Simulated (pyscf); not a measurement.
PySCF, gas phase, ωB97X-D3(BJ)/def2-SVP geometries.

**Question.** Estimate by transition-state theory the rate constant of HO–SiH₂• + H₂ → HO–SiH₃ + H• (doublet surface; H–H broken, H–Si formed) at 600 K, with ωB97M-D3(BJ)/def2-TZVP energies (ideal gas, 1 atm, RRHO with modes under 100 cm⁻¹ raised to 100, one conformer, R ln 2 for chiral ones without a mode under 150 cm⁻¹; no tunnelling).

**Answer.** The electronic barrier is 15.3 kcal/mol and the thermal terms add +12.9, so ΔG‡ = 28.2 kcal/mol. With k_BT/h = 1.25e+13 s⁻¹ and RT = 1.192 kcal/mol, and a volume of 8.18e-20 cm³ per molecule at 1 atm, k = 5.6e-17 cm³ molecule⁻¹ s⁻¹. Wigner's tunnelling factor for 975i cm⁻¹ would be 1.23. A shift of 1 kcal/mol in the barrier changes k by a factor 2.3. This is the saddle that the search found; another between the same sides may lie lower. The angle at the transferred H is 179°.
